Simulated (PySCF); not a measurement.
NH3O, H3NO, SMILES [NH3+][O-], point group C3v.

Level: B3LYP/pcSseg-2 in PySCF (density fitting, grid level 2); geometry and Hessian at that level, cubic constants and property derivatives from steps of ±0.6 along each species' dimensionless normal coordinates, second-order vibrational perturbation theory. The parent has the commonest isotopes.

Equilibrium geometry (Å):

| atom | x | y | z |
| --- | --- | --- | --- |
| N1 | -0.0239 | 0.0049 | -0.0185 |
| O2 | 1.3163 | -0.1085 | 0.1893 |
| H3 | -0.5711 | -0.0431 | 0.8546 |
| H4 | -0.4001 | -0.7379 | -0.6275 |
| H5 | -0.2867 | 0.8960 | -0.4667 |

An isotope shift is δ(isotopologue) − δ(parent), that is, the negative of the change in the averaged GIAO shielding; n counts bonds from the nearest label (0: the labelled atom itself). These are computed values; those of heavy atoms are rounded to 5 ppb, about the numerical noise.

Question: What isotope shifts arise with ²H at 3?

Answer: 
```
nucleus  n  0 K (ppb)  100 K (ppb)
     H3  0       -169         -168
     N1  1      -1200        -1195
     O2  2      -1300        -1330
     H4  2        -38          -38
     H5  2        -38          -38
```

Question: What isotope shifts arise with ¹⁷O at 2?

Answer: 
```csv
nucleus,n,0 K (ppb),100 K (ppb)
O2,0,-410,-405
N1,1,35,35
H3,2,2,2
H4,2,2,2
H5,2,2,2
```

Question: What isotope shifts arise with ¹⁵N at 1, ¹⁷O at 2?

Answer: 
```csv
nucleus,n,0 K (ppb),100 K (ppb)
N1,0,70,65
O2,0,-880,-875
H3,1,2,2
H4,1,2,2
H5,1,2,2
```
